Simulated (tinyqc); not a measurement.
Extended Hueckel theory, for LiH, step by step. One step of it, computed by the program tinyqc.

Task: Mulliken analysis. P = C n C^T; charge = valence electrons (H 1, Li 1) minus the sum of (P S)_ii on the atom; overlap population = 2 sum P_ij S_ij between two atoms.

coefficients:
```
              MO1        MO2        MO3       MO4        MO5
1Li 2s   0.150507   0.847950   0.000000  0.000000   0.687049
1Li 2px  0.000000   0.000000  -0.224711  0.974425   0.000000
1Li 2py  0.000000   0.000000   0.974425  0.224711   0.000000
1Li 2pz  0.123778  -0.529850   0.000000  0.000000   1.037721
2H 1s    0.872331  -0.110804   0.000000  0.000000  -0.901885
```

occupations: 2.000000  0.000000  0.000000  0.000000  0.000000

overlap S:
```
           1Li 2s   1Li 2px   1Li 2py   1Li 2pz     2H 1s
1Li 2s   1.000000  0.000000  0.000000  0.000000  0.367005
1Li 2px  0.000000  1.000000  0.000000  0.000000  0.000000
1Li 2py  0.000000  0.000000  1.000000  0.000000  0.000000
1Li 2pz  0.000000  0.000000  0.000000  1.000000  0.484812
2H 1s    0.367005  0.000000  0.000000  0.484812  1.000000
```

Give: charges; Overlap populations.

Result:

charges: 1Li 0.7230, 2H -0.7230

Overlap populations:
```
pair     value
2-1   0.402131
```
